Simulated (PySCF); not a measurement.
PySCF job for pyrrole (C4H5N), SMILES c1c[nH]cc1, TDDFT-B3LYP/def2-SVPD. Geometry optimised at B3LYP-D3(BJ)/def2-SVP.

```python
import numpy as np
from pyscf import gto, scf, dft, tdscf

mol = gto.M(
    atom='''
    C     0.00000000    0.71347088    0.98575040
    C     0.00000000   -0.71347098    0.98575032
    C     0.00000000   -1.12484815   -0.33420508
    N     0.00000000    0.00000007   -1.12227927
    C     0.00000000    1.12484819   -0.33420496
    H     0.00000000    1.36667344    1.85613763
    H     0.00000000   -1.36667366    1.85613748
    H     0.00000000   -2.12091706   -0.77078295
    H     0.00000000    0.00000012   -2.13329864
    H     0.00000000    2.12091715   -0.77078271
    ''',
    basis='def2-SVPD',
    charge=0,
    spin=0,
    symmetry=True,
    max_memory=1600,
    verbose=4,
)
mf = dft.RKS(mol, xc='b3lyp').density_fit(auxbasis='def2-universal-jkfit')
mf.grids.level = 3
mf.conv_tol = 1e-9
mf.max_cycle = 100
mf.kernel()
mf.grids = dft.Grids(mol).set(level=1).build(with_non0tab=True)  # coarser grid for the response kernel
td = tdscf.TDDFT(mf)
td.singlet = True
td.nstates = 10
td.conv_tol = 1e-4
td.positive_eig_threshold = 1e-6
td.kernel(x0=td.get_init_guess(mf, 15))
td.analyze()
tt = tdscf.TDA(mf)
tt.singlet = False
tt.nstates = 4
tt.conv_tol = 1e-4
tt.positive_eig_threshold = 1e-6
tt.kernel(x0=tt.get_init_guess(mf, 9))
tt.analyze(verbose=3)
```

Program output:

```
PySCF version 2.14.0

[INPUT] verbose = 4
[INPUT] num. atoms = 10
[INPUT] num. electrons = 36
[INPUT] charge = 0
[INPUT] spin (= nelec alpha-beta = 2S) = 0
[INPUT] symmetry True subgroup None
[INPUT] Mole.unit = angstrom
[INPUT] Symbol           X                Y                Z      unit          X                Y                Z       unit  Magmom
[INPUT]  1 C      0.000000000000   0.713470880000   0.985750400000 AA    0.000000000000   1.348264561052   1.862798283180 Bohr   0.0
[INPUT]  2 C      0.000000000000  -0.713470980000   0.985750320000 AA    0.000000000000  -1.348264750025   1.862798132002 Bohr   0.0
[INPUT]  3 C      0.000000000000  -1.124848150000  -0.334205080000 AA    0.000000000000  -2.125654935224  -0.631556070638 Bohr   0.0
[INPUT]  4 N      0.000000000000   0.000000070000  -1.122279270000 AA    0.000000000000   0.000000132281  -2.120800455577 Bohr   0.0
[INPUT]  5 C      0.000000000000   1.124848190000  -0.334204960000 AA    0.000000000000   2.125655010813  -0.631555843871 Bohr   0.0
[INPUT]  6 H      0.000000000000   1.366673440000   1.856137630000 AA    0.000000000000   2.582638503317   3.507591770199 Bohr   0.0
[INPUT]  7 H      0.000000000000  -1.366673660000   1.856137480000 AA    0.000000000000  -2.582638919057   3.507591486740 Bohr   0.0
[INPUT]  8 H      0.000000000000  -2.120917060000  -0.770782950000 AA    0.000000000000  -4.007952376318  -1.456568676984 Bohr   0.0
[INPUT]  9 H      0.000000000000   0.000000120000  -2.133298640000 AA    0.000000000000   0.000000226767  -4.031350171507 Bohr   0.0
[INPUT] 10 H      0.000000000000   2.120917150000  -0.770782710000 AA    0.000000000000   4.007952546393  -1.456568223450 Bohr   0.0

nuclear repulsion = 160.467528959915
point group symmetry = C2v
symmetry origin: [ 0.00000000e+00  6.29908708e-09 -3.08395285e-17]
symmetry axis x: [1. 0. 0.]
symmetry axis y: [0.00000000e+00 1.00000000e+00 2.10229052e-07]
symmetry axis z: [ 0.00000000e+00 -2.10229052e-07  1.00000000e+00]
num. orbitals of irrep A1 = 54
num. orbitals of irrep A2 = 18
num. orbitals of irrep B1 = 22
num. orbitals of irrep B2 = 46
number of shells = 60
number of NR pGTOs = 200
number of NR cGTOs = 140
basis = def2-SVPD
ecp = {}


******** <class 'pyscf.df.df_jk.DFSymAdaptedRKS'> ********
method = DFSymAdaptedRKS
initial guess = minao
damping factor = 0
level_shift factor = 0
DIIS = <class 'pyscf.scf.diis.CDIIS'>
diis_start_cycle = 1
diis_space = 8
diis_damp = 0
SCF conv_tol = 1e-09
SCF conv_tol_grad = None
SCF max_cycles = 100
direct_scf = False
XC library pyscf.dft.libxc version 7.1.2
    S. Lehtola, C. Steigemann, M. J. T. Oliveira, and M. A. L. Marques,  SoftwareX 7, 1–5 (2018)
XC functionals = b3lyp
    P. J. Stephens, F. J. Devlin, C. F. Chabalowski, and M. J. Frisch,  J. Phys. Chem. 98, 11623 (1994)
radial grids:
    Treutler-Ahlrichs [JCP 102, 346 (1995); DOI:10.1063/1.469408] (M4) radial grids

becke partition: Becke, JCP 88, 2547 (1988); DOI:10.1063/1.454033
pruning grids: <function nwchem_prune>
grids dens level: 3
symmetrized grids: True
atomic radii adjust function: <function treutler_atomic_radii_adjust>
small_rho_cutoff = 0
Freeze 0 electrons in irreps []
    36 free electrons in irreps A1 A2 B1 B2
Set gradient conv threshold to 3.16228e-05
Initial guess from minao.
tot grids = 119416
******** <class 'pyscf.df.df.DF'> ********
auxbasis = def2-universal-jkfit
init E= -210.767370421963
HOMO (A2) = -0.258064790521392  LUMO (B1) = -0.0435916795493129  gap/eV = 5.83611
cycle= 1 E= -209.988566230555  delta_E= 0.779  |g|= 0.395  |ddm|= 6.29
HOMO (A2) = -0.164687768654388  LUMO (A1) = 0.0085600290786183  gap/eV = 4.71431
cycle= 2 E= -209.937305093913  delta_E= 0.0513  |g|= 0.589  |ddm|= 1.75
HOMO (A2) = -0.21010106049778  LUMO (A1) = 0.0208052016740763  gap/eV = 6.28328
cycle= 3 E= -210.032756760022  delta_E= -0.0955  |g|= 0.0961  |ddm|= 0.999
HOMO (A2) = -0.220666530463015  LUMO (A1) = 0.0170291174371111  gap/eV = 6.46803
cycle= 4 E= -210.034746860575  delta_E= -0.00199  |g|= 0.0365  |ddm|= 0.188
HOMO (A2) = -0.21856763926228  LUMO (A1) = 0.018819284739787  gap/eV = 6.45963
cycle= 5 E= -210.035064899437  delta_E= -0.000318  |g|= 0.00643  |ddm|= 0.0737
HOMO (A2) = -0.218134540910281  LUMO (A1) = 0.0186384378870712  gap/eV = 6.44292
cycle= 6 E= -210.035072373739  delta_E= -7.47e-06  |g|= 0.00311  |ddm|= 0.0148
HOMO (A2) = -0.218267585345789  LUMO (A1) = 0.0186304486560194  gap/eV = 6.44632
cycle= 7 E= -210.035074458817  delta_E= -2.09e-06  |g|= 0.000181  |ddm|= 0.00383
HOMO (A2) = -0.218258159287042  LUMO (A1) = 0.0186299232706393  gap/eV = 6.44605
cycle= 8 E= -210.035074467719  delta_E= -8.9e-09  |g|= 1.95e-05  |ddm|= 0.000598
HOMO (A2) = -0.218258109615348  LUMO (A1) = 0.0186300670965784  gap/eV = 6.44606
cycle= 9 E= -210.03507446782  delta_E= -1e-10  |g|= 3.94e-06  |ddm|= 4.1e-05
HOMO (A2) = -0.218257815449484  LUMO (A1) = 0.0186306982142894  gap/eV = 6.44606
Extra cycle  E= -210.035074467812  delta_E= 7.39e-12  |g|= 6.46e-06  |ddm|= 2.33e-05
converged SCF energy = -210.035074467812
tot grids = 38200
Overwritten attributes  positive_eig_threshold  of <class 'pyscf.tdscf.rks.TDDFT'>


******** <class 'pyscf.tdscf.rks.TDDFT'> for <class 'pyscf.df.df_jk.DFSymAdaptedRKS'> ********
nstates = 10 singlet
deg_eia_thresh = 1.000e-03
wfnsym = None
conv_tol = 0.0001
eigh lindep = 1e-12
eigh level_shift = 0
eigh max_cycle = 100


Excitation energies (eV)
[5.45843525 6.31194579 6.4122644  6.46060757 6.47569986 6.49034923
 7.10369037 7.13612808 7.30955519 7.38716026]

** Singlet excitation energies and oscillator strengths **
Excited State   1:   A2      5.45844 eV    227.14 nm  f=0.0000
      18 -> 19       -0.70627
Excited State   2:   B1      6.31195 eV    196.43 nm  f=0.0016
      17 -> 19       -0.68047
      18 -> 22       -0.18718
Excited State   3:   B2      6.41226 eV    193.35 nm  f=0.1634
      17 -> 23       -0.12518
      18 -> 20       -0.69040
Excited State   4:   A2      6.46061 eV    191.91 nm  f=0.0000
      18 -> 21       -0.70335
Excited State   5:   B1      6.47570 eV    191.46 nm  f=0.0342
      17 -> 19        0.18634
      18 -> 22       -0.68023
Excited State   6:   A1      6.49035 eV    191.03 nm  f=0.0013
      17 -> 20        0.53379
      18 -> 23       -0.46002
Excited State   7:  ???      7.10369 eV    174.53 nm  f=0.0000
      18 -> 24       -0.70096
Excited State   8:  ???      7.13613 eV    173.74 nm  f=0.0149
      17 -> 21        0.25866
      18 -> 25        0.65655
Excited State   9:   B1      7.30956 eV    169.62 nm  f=0.0256
      17 -> 21        0.65553
      18 -> 25       -0.25877
Excited State  10:   A2      7.38716 eV    167.84 nm  f=0.0000
      17 -> 22       -0.69496

** Transition electric dipole moments (AU) **
state          X           Y           Z        Dip. S.      Osc.
  1        -0.0000      0.0000      0.0000      0.0000      0.0000
  2        -0.1025      0.0000      0.0000      0.0105      0.0016
  3        -0.0000      1.0198      0.0000      1.0401      0.1634
  4         0.0000     -0.0000     -0.0000      0.0000      0.0000
  5        -0.4641     -0.0000     -0.0000      0.2154      0.0342
  6         0.0000      0.0000     -0.0919      0.0084      0.0013
  7         0.0000     -0.0000     -0.0000      0.0000      0.0000
  8        -0.2920     -0.0000     -0.0000      0.0853      0.0149
  9        -0.3782     -0.0000      0.0000      0.1430      0.0256
 10         0.0000     -0.0000     -0.0000      0.0000      0.0000

** Transition velocity dipole moments (imaginary part, AU) **
state          X           Y           Z        Dip. S.      Osc.
  1         0.0000     -0.0000      0.0000      0.0000      0.0000
  2        -0.0309     -0.0000     -0.0000      0.0010      0.0027
  3        -0.0000      0.2373      0.0000      0.0563      0.1593
  4        -0.0000      0.0000      0.0000      0.0000      0.0000
  5        -0.1401      0.0000     -0.0000      0.0196      0.0550
  6         0.0000     -0.0000     -0.0208      0.0004      0.0012
  7         0.0000      0.0000     -0.0000      0.0000      0.0000
  8        -0.0912      0.0000     -0.0000      0.0083      0.0211
  9        -0.1221     -0.0000     -0.0000      0.0149      0.0370
 10        -0.0000     -0.0000      0.0000      0.0000      0.0000

** Transition magnetic dipole moments (imaginary part, AU) **
state          X           Y           Z
  1         0.0000      0.0000      0.4725
  2         0.0000      0.3746      0.0000
  3         0.3619     -0.0000      0.0000
  4        -0.0000      0.0000     -0.4368
  5        -0.0000     -0.1023     -0.0000
  6        -0.0000      0.0000     -0.0000
  7         0.0000      0.0000     -0.0703
  8         0.0000      0.0876      0.0000
  9        -0.0000      0.3703      0.0000
 10        -0.0000      0.0000     -0.0780
Overwritten attributes  positive_eig_threshold  of <class 'pyscf.tdscf.rks.TDA'>


******** <class 'pyscf.tdscf.rks.TDA'> for <class 'pyscf.df.df_jk.DFSymAdaptedRKS'> ********
nstates = 4 triplet
deg_eia_thresh = 1.000e-03
wfnsym = None
conv_tol = 0.0001
eigh lindep = 1e-12
eigh level_shift = 0
eigh max_cycle = 100


Excitation energies (eV)
[4.31371356 5.33485762 5.41422337 5.81698734]

** Triplet excitation energies and oscillator strengths **
Excited State   1:   B2      4.31371 eV    287.42 nm  f=0.0000
Excited State   2:   A1      5.33486 eV    232.40 nm  f=0.0000
Excited State   3:   A2      5.41422 eV    229.00 nm  f=0.0000
Excited State   4:   A1      5.81699 eV    213.14 nm  f=0.0000
```

The run converged.

Cost: about 2.4 core-minutes (a rough figure).
